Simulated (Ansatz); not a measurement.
The same path of BH5N2 + H (9 atoms, charge 0, multiplicity 2) was run twice with different band settings. Lost on the way: B1–H2. Made: H2–H9.

These are results of UKS PBE/6-31G* (Ansatz), not measurements.

Relaxed end points:

```xyz
9
Properties=species:S:1:pos:R:3
B 0.024 -0.102 -0.262
H 0.044 -0.506 0.878
N 1.263 0.080 -0.937
H 2.150 -0.118 -0.488
H 1.359 0.414 -1.892
N -1.236 0.169 -0.862
H -2.107 0.032 -0.361
H -1.365 0.510 -1.811
H -0.131 -0.479 3.865
```

```xyz
9
Properties=species:S:1:pos:R:3
B 0.008 0.012 -0.386
H -0.010 -0.501 2.312
N 1.272 0.101 -1.007
H 2.136 -0.049 -0.497
H 1.421 0.328 -1.995
N -1.262 0.199 -0.969
H -2.120 0.115 -0.433
H -1.423 0.437 -1.952
H -0.021 -0.642 3.058
```

Common settings: spring 5.0 eV/Å²; optimiser quadratic models (default); start path through a guess of the saddle point; force threshold 0.03 eV/Å; iteration limit 60; end points relaxed.

| run | movable images | climbing image |
| --- | --- | --- |
| 1 | 7 | yes |
| 2 | 8 | no |

What does each run give, and how far can it be trusted?

Run 1: converged after 18 iterations, highest image 0.278 eV above the first end. A vibrational analysis at the climbing image gives one clearly imaginary mode, 643i cm⁻¹: a first-order saddle point.
Run 2: converged after 25 iterations, highest image 0.252 eV above the first end. No image climbed, so the highest image needn't sit at the top of the path.
